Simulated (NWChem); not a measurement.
Species: LiH; SMILES [LiH]

```xyz
2

Li     0.0000     0.0000     0.4586
H      0.0000     0.0000    -1.1457
```
Atoms are numbered in this order, from 1.

Computed with NWChem. Pople sets run with spherical d functions. Geometry: optimised at PBE-D3(BJ)/def2-SVP. Vertical excitations in the gas phase; the lowest state need not have the same character in each row.

```
level                      lowest excitation, singlet (eV)  oscillator strength of that lowest state  lowest triplet (eV)  orbital gap (eV)
-------------------------  -------------------------------  ----------------------------------------  -------------------  ----------------
PBE/6-31+G*, TDA                                      3.21                                     0.092                 2.46              2.84
B3LYP/6-31+G*, TDA                                     ___                                     0.090                 2.78               ___
PBE0/6-31+G*, TDA                                     3.57                                     0.086                 2.79              4.39
Hartree-Fock/6-31+G*, CIS                             4.11                                     0.077                 3.05              7.98
```

**Question.** Fill in the missing entries.

**Answer.** 
- B3LYP/6-31+G*, TDA, lowest excitation, singlet (eV): 3.47
- B3LYP/6-31+G*, TDA, orbital gap (eV): 4.03
